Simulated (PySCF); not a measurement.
C4H6O2: calculation and literature

Bonds (- single, = double, # triple, : aromatic): O1=C2 1.203 Å, C2-O3 1.346 Å, C2-C4 1.480 Å, C4-C5 1.511 Å, C5-C6 1.485 Å, C6-C4 1.511 Å. O3 carries H7; C4 carries H8; C5 carries H9, H10; C6 carries H11, H12. H10, H11 are cis to C2 on the ring; H9, H12 are trans to C2 on the ring.

What is known from experiment: δ ¹³C C4 12.7; C5/C6 8.9; δ ¹H H8 1.59 ppm (measured; solution, not stated per compound (mostly CDCl3 or CCl4); Pretsch, Buehlmann, Badertscher, Structure Determination of Organic Compounds, 4th ed. (2009)). Coupling constants: ³J(H8,H9) (cis) 8.0 Hz, ³J(H8,H10) (trans) 4.6 Hz, ²J(H9,H10) -4.0 Hz, ¹J(C4,C5) 10.1 Hz, ¹J(C4,C2) 72.5 Hz.

No solvent model, single conformer, fast rotation and ring inversion assumed for equivalent nuclei, non-relativistic. PBE0-D3(BJ)/def2-SVP structure; GIAO PBE0/pcSseg-1 shieldings; J couplings at B3LYP/pcJ-1 (without the spin–dipole term); PySCF 2.14.0 with density-fitted response routines.

**Question.** What does the calculation give, and how does it compare?

**Answer.** 
Reference values: measured (solution, not stated per compound (mostly CDCl3 or CCl4); Pretsch, Buehlmann, Badertscher, Structure Determination of Organic Compounds, 4th ed. (2009)).
```tsv
atoms	quantity	reference	computed	computed, scaled
C4	δ ¹³C	12.7	14.7	13.5
C5/C6	δ ¹³C	8.9	10.0	9.0
H8	δ ¹H	1.59	1.36	1.49
```

Computed shifts are σ(ref) − σ with the named reference compound (TMS for H and C) calculated as an isolated molecule at the same level. The measured values may be among those fitted. Empirical linear scaling, fitted to shifts measured mostly in CDCl3 for H and C (δ vs TMS): ¹³C (scatter 1.9 ppm rms, 2.3 ppm with the 23 outliers that the fit left out); ¹H (scatter 0.21 ppm rms, 0.22 ppm with the 3 outliers that the fit left out). Occasional misses reach two or three times the rms, and more in compound classes unlike the fitted ones. Hydrogens on heteroatoms aren't scaled, only referred to computed TMS.

Coupling constants in Hz:
```tsv
coupling	reference	computed	source
³J(H8,H9) cis	8.0	9.5	measured; solution (compiled); Pretsch, Buehlmann, Badertscher, Structure Determination of Organic Compounds, 4th ed., Springer 2009
³J(H8,H10) trans	4.6	5.5	measured; solution (compiled); Pretsch, Buehlmann, Badertscher, Structure Determination of Organic Compounds, 4th ed., Springer 2009
²J(H9,H10)	-4.0	-4.7	measured; solution (compiled); Pretsch, Buehlmann, Badertscher, Structure Determination of Organic Compounds, 4th ed., Springer 2009
¹J(C4,C5)	10.1	11.6	measured; liquid or solution; F. J. Weigert, PhD thesis, Caltech 1968 (Carbon-13 magnetic resonance spectroscopy)
¹J(C4,C2)	72.5	79.7	measured; liquid or solution; F. J. Weigert, PhD thesis, Caltech 1968 (Carbon-13 magnetic resonance spectroscopy)
```

**Question.** How far are the unscaled ¹³C shifts from the references?

**Answer.** Mean signed difference +1.55 ppm, mean absolute 1.55 ppm over 2 comparisons; the largest is +2.0 ppm at C4 (three-membered-ring carbon).

8 of the 13 published NMR values on file for this molecule are compared.

Unscaled 3J(H,H) at this level run about 10 % above measured values.
